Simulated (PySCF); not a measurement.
# BC: bond curves at several levels of theory, part 2 of 2

PySCF 2.14.0; B cc-pVDZ, C cc-pVDZ; no relativity. Earlier steps stand in the parts before.

## 10. M06-L

Output of the SCF at 1.495 Å:

```text
******** <class 'pyscf.dft.uks_symm.SymAdaptedUKS'> ********
method = SymAdaptedUKS
initial guess = minao
damping factor = 0
level_shift factor = 0
DIIS = <class 'pyscf.scf.diis.CDIIS'>
diis_start_cycle = 1
diis_space = 10
diis_damp = 0
SCF conv_tol = 1e-09
SCF conv_tol_grad = None
SCF max_cycles = 60
direct_scf = False
max_memory 909 MB (current use 242 MB)
number electrons alpha = 7  beta = 4
XC library pyscf.dft.libxc version 7.0.0
    S. Lehtola, C. Steigemann, M. J.T. Oliveira, and M. A.L. Marques.,  SoftwareX 7, 1–5 (2018)
XC functionals = M06L
    Y. Zhao and D. G. Truhlar.,  J. Chem. Phys. 125, 194101 (2006)
    Y. Zhao and D. G. Truhlar.,  J. Chem. Phys. 125, 194101 (2006)
    Y. Zhao and D. G. Truhlar.,  Theor. Chem. Acc. 120, 215 (2008)
small_rho_cutoff = 0
Set gradient conv threshold to 3.16228e-05
init E= -62.6648694497053
cycle= 1 E= -62.6671549552536  delta_E= -0.00229  |g|= 0.00848  |ddm|= 0.301
cycle= 2 E= -62.6672661423713  delta_E= -0.000111  |g|= 0.00462  |ddm|= 0.0515
cycle= 3 E= -62.6672433065076  delta_E= 2.28e-05  |g|= 0.00839  |ddm|= 0.0287
cycle= 4 E= -62.6673070969427  delta_E= -6.38e-05  |g|= 0.0028  |ddm|= 0.0199
cycle= 5 E= -62.6673224240121  delta_E= -1.53e-05  |g|= 0.00128  |ddm|= 0.0174
cycle= 6 E= -62.6673253158079  delta_E= -2.89e-06  |g|= 0.000339  |ddm|= 0.00924
cycle= 7 E= -62.6673254411006  delta_E= -1.25e-07  |g|= 4.32e-05  |ddm|= 0.00183
cycle= 8 E= -62.6673254438957  delta_E= -2.8e-09  |g|= 5.57e-06  |ddm|= 0.000324
cycle= 9 E= -62.6673254439337  delta_E= -3.8e-11  |g|= 3.25e-07  |ddm|= 3.29e-05
Extra cycle  E= -62.6673254439332  delta_E= 4.69e-13  |g|= 7.65e-07  |ddm|= 2.4e-06
converged SCF energy = -62.6673254439332  <S^2> = 3.7591656  2S+1 = 4.0045802
```

Re = 1.491 Å, ωe = 1168 cm⁻¹, ωexe = 10.9 cm⁻¹, αe = 0.0188 cm⁻¹, Be = 1.320 cm⁻¹, De = 4.80 eV, μ = -1.39 D. 5.1 s of CPU time for 12 points, integrals apart.

## 11. UHF (mean field)

The SCF at the reference distance, 1.495 Å, printed:

```text
******** <class 'pyscf.scf.uhf_symm.SymAdaptedUHF'> ********
method = SymAdaptedUHF
initial guess = minao
damping factor = 0
level_shift factor = 0
DIIS = <class 'pyscf.scf.diis.CDIIS'>
diis_start_cycle = 1
diis_space = 10
diis_damp = 0
SCF conv_tol = 1e-09
SCF conv_tol_grad = None
SCF max_cycles = 60
direct_scf = False
max_memory 909 MB (current use 242 MB)
number electrons alpha = 7  beta = 4
Overwritten attributes  get_occ get_k get_jk get_j get_hcore  of <class 'pyscf.scf.uhf_symm.SymAdaptedUHF'>
<class 'pyscf.scf.uhf_symm.SymAdaptedUHF'> does not have attributes  refdm
Set gradient conv threshold to 3.16228e-05
init E= -62.3146219829145
cycle= 1 E= -62.3213266285714  delta_E= -0.0067  |g|= 0.0271  |ddm|= 0.244
cycle= 2 E= -62.3223588517918  delta_E= -0.00103  |g|= 0.013  |ddm|= 0.0921
cycle= 3 E= -62.3229554739212  delta_E= -0.000597  |g|= 0.0107  |ddm|= 0.057
cycle= 4 E= -62.3233152877488  delta_E= -0.00036  |g|= 0.00877  |ddm|= 0.0374
cycle= 5 E= -62.3238573081483  delta_E= -0.000542  |g|= 0.00781  |ddm|= 0.0544
cycle= 6 E= -62.3249387191787  delta_E= -0.00108  |g|= 0.00465  |ddm|= 0.16
cycle= 7 E= -62.3250183499309  delta_E= -7.96e-05  |g|= 0.00352  |ddm|= 0.0362
cycle= 8 E= -62.3250800418187  delta_E= -6.17e-05  |g|= 0.00193  |ddm|= 0.0654
cycle= 9 E= -62.3250896256111  delta_E= -9.58e-06  |g|= 0.000438  |ddm|= 0.0219
cycle= 10 E= -62.3250905372019  delta_E= -9.12e-07  |g|= 0.000106  |ddm|= 0.0066
cycle= 11 E= -62.3250905825949  delta_E= -4.54e-08  |g|= 2.28e-05  |ddm|= 0.00147
cycle= 12 E= -62.3250905850951  delta_E= -2.5e-09  |g|= 1.57e-06  |ddm|= 0.000276
cycle= 13 E= -62.325090585093  delta_E= 2.13e-12  |g|= 1.3e-06  |ddm|= 1.6e-05
Extra cycle  E= -62.3250905850956  delta_E= -2.61e-12  |g|= 7.86e-07  |ddm|= 4.37e-06
converged SCF energy = -62.3250905850956  <S^2> = 3.7543402  2S+1 = 4.0021695
```

No constants are quoted: the points don't follow one smooth fit. 1 s of CPU time for 12 points, integrals apart.

## 12. MP2 and coupled cluster

Reference: UHF; core orbitals frozen: 2.

Log of the coupled-cluster run at 1.495 Å:

```text
******** <class 'pyscf.cc.uccsd.UCCSD'> ********
CC2 = 0
CCSD nocc = (np.int64(5), np.int64(2)), nmo = (26, 26)
frozen orbitals [[0, 1], [0, 1]]
max_cycle = 80
direct = 0
conv_tol = 1e-07
conv_tol_normt = 1e-05
diis_space = 8
diis_start_cycle = 0
diis_start_energy_diff = 1e+09
max_memory 909 MB (current use 253 MB)
Init t2, MP2 energy = -0.12790991553539
Init E_corr(UCCSD) = -0.127909915536258
cycle = 1  E_corr(UCCSD) = -0.145279263458928  dE = -0.0173693479  norm(t1,t2) = 0.0812416
cycle = 2  E_corr(UCCSD) = -0.151475148631384  dE = -0.00619588517  norm(t1,t2) = 0.0423689
cycle = 3  E_corr(UCCSD) = -0.155169305767334  dE = -0.00369415714  norm(t1,t2) = 0.0357803
cycle = 4  E_corr(UCCSD) = -0.158827214860377  dE = -0.00365790909  norm(t1,t2) = 0.0242483
cycle = 5  E_corr(UCCSD) = -0.159903643028603  dE = -0.00107642817  norm(t1,t2) = 0.0168617
cycle = 6  E_corr(UCCSD) = -0.160782071588191  dE = -0.00087842856  norm(t1,t2) = 0.00518491
cycle = 7  E_corr(UCCSD) = -0.160651217332449  dE = 0.000130854256  norm(t1,t2) = 0.00107754
cycle = 8  E_corr(UCCSD) = -0.160720961919939  dE = -6.97445875e-05  norm(t1,t2) = 0.000465891
cycle = 9  E_corr(UCCSD) = -0.160710811779042  dE = 1.01501409e-05  norm(t1,t2) = 0.000129056
cycle = 10  E_corr(UCCSD) = -0.160710911151544  dE = -9.93725019e-08  norm(t1,t2) = 4.41135e-05
cycle = 11  E_corr(UCCSD) = -0.160711626503268  dE = -7.15351725e-07  norm(t1,t2) = 1.67921e-05
cycle = 12  E_corr(UCCSD) = -0.160711395106909  dE = 2.31396359e-07  norm(t1,t2) = 5.40201e-06
cycle = 13  E_corr(UCCSD) = -0.16071129988642  dE = 9.52204893e-08  norm(t1,t2) = 2.02451e-06
UCCSD converged
E(UCCSD) = -62.48580188498202  E_corr = -0.1607112998864196
UCCSD(T) correction = -0.00912390750120481
```

Correlation energy (eV) along the bond:

```
R (Å)     MP2  SCS-MP2    CCSD  CCSD(T)     T1
1.286  -3.074   -2.893     n/a      n/a    n/a
1.345  -3.173   -2.984  -4.007   -4.192  0.070
1.405  -3.285   -3.088  -4.148   -4.358  0.075
1.450  -3.378   -3.176  -4.259   -4.488  0.077
1.495  -3.481   -3.276  -4.373   -4.621  0.078
1.540  -3.597   -3.395  -4.490   -4.756  0.076
1.600  -3.298   -3.208  -4.536   -4.764  0.099
1.674  -3.307   -3.216  -4.510   -4.738  0.088
1.764  -3.312   -3.219  -4.485   -4.712  0.078
1.884  -3.296   -3.204     n/a      n/a    n/a
```

UHF-MP2: No constants are quoted: the points don't follow one smooth fit.

UHF-SCS-MP2: No constants are quoted: the points don't follow one smooth fit.

UHF-CCSD: No constants are quoted: the points don't follow one smooth fit.

UHF-CCSD(T): No constants are quoted: fits of two degrees disagree.

## 13. All curves

Energy (eV) from each level's lowest point:

```
R (Å)    UHF  UHF-MP2  UHF-SCS-MP2  UHF-CCSD  UHF-CCSD(T)    PBE   BP86   TPSS  r²SCAN  M06-L   PBE0
1.286  0.701    1.051        1.028       n/a          n/a  1.118  1.130  1.084   1.046  0.951  0.987
1.345  0.234    0.485        0.470     0.544        0.624  0.530  0.540  0.503   0.480  0.420  0.438
1.405  0.027    0.166        0.160     0.196        0.252  0.189  0.195  0.171   0.160  0.128  0.135
1.450  0.000    0.047        0.045     0.058        0.095  0.054  0.057  0.045   0.041  0.026  0.028
1.495  0.056    0.000        0.001     0.000        0.017  0.000  0.000  0.000   0.000  0.000  0.000
1.540  0.174    0.000        0.000     0.000        0.000  0.008  0.005  0.017   0.020  0.030  0.032
1.600  0.234    0.361        0.247     0.016        0.053  0.092  0.084  0.112   0.116  0.136  0.143
1.674  0.368    0.485        0.373     0.174        0.212  0.278  0.264  0.308   0.312  0.340  0.354
1.764  0.610    0.723        0.612     0.442        0.481  0.572  0.550  0.606   0.612  0.652  0.667
1.884  1.000    1.128        1.017       n/a          n/a  1.012  0.981  1.043   1.058  1.117  1.126
```

The whole job (state search and all levels along the bond) took 0.83 min on 1 thread of Arm Neoverse V1 (shared host), peak memory 0.36 GiB.

## 14. What came out

This closing draws on all 2 parts.

Lowest PBE0 solution found, without spin–orbit coupling: ⁴Σ⁻ (quartet), unpaired electrons σ ↑, π ↑↑. State 2 has its PBE0 minimum 0.38 eV higher, as a spin-mixed determinant (⟨S²⟩ = 1.77), so this is no gap between pure states. State 3 has its PBE0 minimum 0.50 eV higher, as a spin-mixed determinant (⟨S²⟩ = 1.76), so this is no gap between pure states. State 4 has its PBE0 minimum 0.67 eV higher, as a spin-mixed determinant (⟨S²⟩ = 1.57), so this is no gap between pure states. The other levels ran on the lowest alone.

```csv
level,Re (Å),ωe (cm⁻¹),De (eV),μ (D)
PBE,1.510,1160,4.99,-0.93
BP86,1.513,1149,4.86,-0.92
TPSS,1.503,1181,4.65,-1.16
r²SCAN,1.501,1170,4.72,-1.29
M06-L,1.491,1168,4.80,-1.39
PBE0,1.492,1198,4.64,-1.31
```

De is counted to B + C in their ground configurations. A positive dipole means B(−)C(+). No constants: UHF (the points don't follow one smooth fit); UHF-MP2 (the points don't follow one smooth fit); UHF-SCS-MP2 (the points don't follow one smooth fit); UHF-CCSD (the points don't follow one smooth fit); UHF-CCSD(T) (fits of two degrees disagree).

Time per point (s) on 1 thread of Arm Neoverse V1, shared host (CPU time, shared integrals of 0.019 s apart; correlated levels include their reference); the times are rough: PBE 0.29, BP86 0.21, TPSS 0.64, r²SCAN 0.43, M06-L 0.42, PBE0 0.44.

**Reading.** The methods spread over 0.022 Å in bond length, from M06-L to BP86. Among the levels with a De in the table, it runs from 4.64 eV (PBE0) to 4.99 eV (PBE).

Correlated steps freeze 2 core orbitals. T1 is 0.076 near the minimum (highest on the curve 0.099), which may point to more than one leading configuration.
